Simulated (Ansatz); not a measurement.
Results of r²SCAN (PAW; Ansatz, a quantum-chemistry and plane-wave program) for graphite.

Numerical settings: plane-wave cutoff 600 eV, 18×18×6 k mesh (along the axes of the cell as run), Fermi–Dirac smearing 0.1 eV, finite displacements, scalar-relativistic PAW data made under PBE.

Computed at the level's own relaxed cell.

```cif
data_C4
_chemical_formula_sum 'C4'
_space_group_name_H-M_alt 'P 1'
_space_group_IT_number 1
_cell_length_a 2.45575
_cell_length_b 2.45575
_cell_length_c 7.05760
_cell_angle_alpha 90.000
_cell_angle_beta 90.000
_cell_angle_gamma 120.000
loop_
_space_group_symop_operation_xyz
  'x, y, z'
loop_
_atom_site_label
_atom_site_type_symbol
_atom_site_fract_x
_atom_site_fract_y
_atom_site_fract_z
_atom_site_occupancy
C1 C 0.00000 0.00000 0.75000 1
C2 C 0.00000 0.00000 0.25000 1
C3 C 0.66667 0.33333 0.75000 1
C4 C 0.33333 0.66667 0.25000 1
```

Harmonic phonon frequencies (cm⁻¹; i marks an imaginary mode):

```tsv
q point	frequencies
Γ	0 0 0 31 31 92 887 890 1585 1585 1587 1587
M	487 493 640 640 645 647 1364 1365 1366 1368 1414 1415
A	22 22 22 22 66 66 889 889 1586 1586 1586 1586
```

No imaginary mode appears at these points.

Note: the cell comes from a level without a dispersion term, which matters for the spacing of layers, chains or molecules.
